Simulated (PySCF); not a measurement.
First SCF of a structure search on singlet HNO, at a hand-made linear geometry. PySCF input:

```python
from pyscf import gto, scf, dft
mol = gto.M(atom='''
N      0.000000     0.000000     0.000000
O      0.000000     0.000000    -1.170000
H      0.000000     0.000000     1.030000''',
    basis={'N': 'def2-TZVP', 'O': 'def2-TZVP', 'H': 'def2-TZVP'},
    charge=0, spin=0)
mf = dft.RKS(mol, xc='PBE')
mf.grids.atom_grid = (50, 194)
aux = {'N': 'def2-universal-JKFIT', 'O': 'def2-universal-JKFIT', 'H': 'def2-universal-JKFIT'}
mf = mf.density_fit(auxbasis=aux)
mf.conv_tol = 1e-08
mf.diis_space = 10
mf.max_cycle = 60
mf.init_guess = 'minao'
mf.verbose = 4
mf.kernel()
```

Excerpt of the output (cycles and frontier levels); where DIIS stalls, ADIIS, DIIS with a small level shift and a second-order solver take over in turn:

```
init E= -130.669721709353
cycle= 1 E= -130.219007985928  delta_E= 0.451  |g|= 0.583  |ddm|=  1.6
  HOMO = -0.0539587919232703  LUMO = -0.0451803054580756  gap/eV = 0.23887
cycle= 2 E= -129.773204452039  delta_E= 0.446  |g|= 1.58  |ddm|= 2.24
  HOMO = -0.106537865776786  LUMO = -0.0898454525902042  gap/eV = 0.45422
cycle= 3 E= -130.274237916305  delta_E= -0.501  |g|= 0.269  |ddm|= 0.67
  HOMO = -0.142947307721261  LUMO = -0.124096121753931  gap/eV = 0.51297
cycle= 4 E= -130.273086865687  delta_E= 0.00115  |g|= 0.278  |ddm|= 2.16
  HOMO = -0.123051984772852  LUMO = -0.121677784921799  gap/eV = 0.03739
cycle= 5 E= -130.285005922412  delta_E= -0.0119  |g|= 0.107  |ddm|= 2.14
  HOMO = -0.121906717291401  LUMO = -0.115761054245241  gap/eV = 0.16723
cycle= 6 E= -130.284448993696  delta_E= 0.000557  |g|= 0.125  |ddm|= 2.16
  HOMO = -0.125046418521257  LUMO = -0.121794559557581  gap/eV = 0.08849
cycle= 7 E= -130.284822640889  delta_E= -0.000374  |g|= 0.113  |ddm|= 0.0193
... 95 lines left out ...
cycle= 56 E= -130.279984715404  delta_E= -0.000793  |g|= 0.214  |ddm|= 0.00775
  HOMO = -0.143061482092393  LUMO = -0.107850614223131  gap/eV = 0.95814
cycle= 57 E= -130.279007451301  delta_E= 0.000977  |g|= 0.229  |ddm|= 0.00942
  HOMO = -0.139634964549387  LUMO = -0.111005604265655  gap/eV = 0.77904
cycle= 58 E= -130.280511476716  delta_E= -0.0015  |g|= 0.205  |ddm|= 0.015
  HOMO = -0.130632686050524  LUMO = -0.119991532348141  gap/eV = 0.28956
cycle= 59 E= -130.283777574109  delta_E= -0.00327  |g|= 0.141  |ddm|= 2.13
  HOMO = -0.1380331168781  LUMO = -0.11274372269413  gap/eV = 0.68816
cycle= 60 E= -130.28119690954  delta_E= 0.00258  |g|= 0.193  |ddm|= 0.0333
SCF not converged.
init E= -130.669721709353
cycle= 1 E= -130.219007985928  delta_E= 0.451  |g|= 0.583  |ddm|=  1.6
  HOMO = -0.0539587919232703  LUMO = -0.0451803054580756  gap/eV = 0.23887
cycle= 2 E= -129.773204452039  delta_E= 0.446  |g|= 1.58  |ddm|= 2.24
  HOMO = -0.104275993254362  LUMO = -0.0867037397191515  gap/eV = 0.47817
cycle= 3 E= -130.264064226367  delta_E= -0.491  |g|= 0.356  |ddm|= 0.624
  HOMO = -0.129727669329115  LUMO = -0.120633785025674  gap/eV = 0.24746
cycle= 4 E= -130.282227323533  delta_E= -0.0182  |g|= 0.166  |ddm|= 2.18
  HOMO = -0.131732471628923  LUMO = -0.12610524630039  gap/eV = 0.15312
cycle= 5 E= -130.265109272698  delta_E= 0.0171  |g|= 0.348  |ddm|= 2.14
  HOMO = -0.124070688692029  LUMO = -0.121789627185405  gap/eV = 0.06207
cycle= 6 E= -130.284852086268  delta_E= -0.0197  |g|= 0.112  |ddm|= 0.143
cycle= 7 E= -130.279652090858  delta_E= 0.0052  |g|= 0.201  |ddm|= 2.15
cycle= 8 E= -130.284906150431  delta_E= -0.00525  |g|= 0.109  |ddm|= 0.0547
cycle= 9 E= -130.284928086648  delta_E= -2.19e-05  |g|= 0.109  |ddm|= 0.675
cycle= 10 E= -130.284942225463  delta_E= -1.41e-05  |g|= 0.109  |ddm|= 1.72
cycle= 11 E= -130.285175611463  delta_E= -0.000233  |g|= 0.102  |ddm|= 1.51
cycle= 12 E= -130.285034297063  delta_E= 0.000141  |g|= 0.106  |ddm|= 2.03
  HOMO = -0.126113135418424  LUMO = -0.119822595745252  gap/eV = 0.17117
cycle= 13 E= -130.284420248288  delta_E= 0.000614  |g|= 0.126  |ddm|= 1.67
cycle= 14 E= -130.285137296002  delta_E= -0.000717  |g|= 0.104  |ddm|= 0.659
cycle= 15 E= -130.285155999274  delta_E= -1.87e-05  |g|= 0.103  |ddm|= 1.57
cycle= 16 E= -130.285158416328  delta_E= -2.42e-06  |g|= 0.103  |ddm|= 2.15
cycle= 17 E= -130.285150156493  delta_E= 8.26e-06  |g|= 0.103  |ddm|= 1.46
cycle= 18 E= -130.285168692968  delta_E= -1.85e-05  |g|= 0.103  |ddm|= 1.98
cycle= 19 E= -130.285179016106  delta_E= -1.03e-05  |g|= 0.102  |ddm|= 2.15
cycle= 20 E= -130.285178436189  delta_E= 5.8e-07  |g|= 0.102  |ddm|= 2.16
SCF not converged.
init E= -130.285178436189
  HOMO = -0.107443284626079  LUMO = -0.0390213965877919  gap/eV = 1.86185
cycle= 1 E= -130.286666856495  delta_E= -0.00149  |g|= 0.0108  |ddm|= 0.0616
  HOMO = -0.112813633895627  LUMO = -0.0413120774755669  gap/eV = 1.94566
cycle= 2 E= -130.286656582859  delta_E= 1.03e-05  |g|= 0.0131  |ddm|= 0.0118
  HOMO = -0.111192040515455  LUMO = -0.0397537119004667  gap/eV = 1.94394
cycle= 3 E= -130.286683413944  delta_E= -2.68e-05  |g|= 0.00429  |ddm|= 0.0073
  HOMO = -0.1108658908595  LUMO = -0.0394683454969353  gap/eV = 1.94283
cycle= 4 E= -130.286686314934  delta_E= -2.9e-06  |g|= 0.00133  |ddm|= 0.00292
  HOMO = -0.111060382616117  LUMO = -0.0396869177078756  gap/eV = 1.94217
cycle= 5 E= -130.286686620253  delta_E= -3.05e-07  |g|= 0.000235  |ddm|= 0.000571
  HOMO = -0.111079746111095  LUMO = -0.0397043553667018  gap/eV = 1.94222
cycle= 6 E= -130.286686632268  delta_E= -1.2e-08  |g|= 2.03e-05  |ddm|= 0.00016
  HOMO = -0.111079651466483  LUMO = -0.0397038447242437  gap/eV = 1.94223
cycle= 7 E= -130.286686632392  delta_E= -1.25e-10  |g|= 2.05e-06  |ddm|= 2.56e-05
  HOMO = -0.139703662474263  LUMO = -0.111079494372839  gap/eV = 0.77890
Extra cycle  E= -130.280510346087  delta_E= 0.00618  |g|= 0.205  |ddm|= 2.15
SCF not converged.
  HOMO = -0.134546283293527  LUMO = -0.100066813427421  gap/eV = 0.93823
macro= 0  E= -130.286686628159  delta_E= -0.00617628  |g|= 0.00917305  2 KF 8 JK
macro= 1  E= -130.286686632388  delta_E= -4.22898e-09  |g|= 0.000108015  1 KF 4 JK
macro= 2  E= -130.286686632387  delta_E= 1.7053e-13  |g|= 6.28782e-06  1 KF 2 JK
macro X = 3  E=-130.286686632387  |g|= 6.28782e-06  total 5 KF 18 JK
converged SCF energy = -130.286686632387
```

No lower solution of this spin was found by a stability analysis within the restricted form, which does not test spin polarisation.

The search for the lowest solution, with the stability check, took 4.4 s on 2 threads of a shared Arm Neoverse V1 host, with 68 basis functions; the process peaked at 0.25 GiB. Launch command: `OMP_NUM_THREADS=2 python axn.py task.json out`.
